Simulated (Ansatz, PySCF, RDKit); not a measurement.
Dimer: C2H2 (SMILES C#C) (first 4 atoms) with H2O (SMILES O); geometry from S66by8 set.
(charge 0, multiplicity 1):
```xyz
7

C     -1.2444     0.0517     0.0405
H     -0.1785     0.0213     0.0159
C     -2.4563     0.0854     0.0678
H     -3.5168     0.1158     0.0924
O      2.6085    -0.0857    -0.0677
H      3.1789    -0.6754     0.4293
H      3.1805     0.2653    -0.7531
```

Interaction energies are E(AB) − E(A) − E(B) at the monomers' geometry in the complex; basis-set methods are counterpoise corrected. Rows marked so take none.

Rows in 3-21G carry no dispersion term and start afresh at each structure.

Programs: Ansatz (a program for electronic structure) with Gaussian orbitals; PySCF for 3-21G rows; RDKit for the force fields. Each number belongs to the level named beside it.

Question: What interaction energy does PBE0/def2-TZVPPD give?

Answer: -1.9 kcal/mol

Question: Give the interaction energy at the level MMFF94.

Answer: -1.2 kcal/mol

Question: What is the computed interaction energy (HF/3-21G (no counterpoise))?

Answer: -4.6 kcal/mol
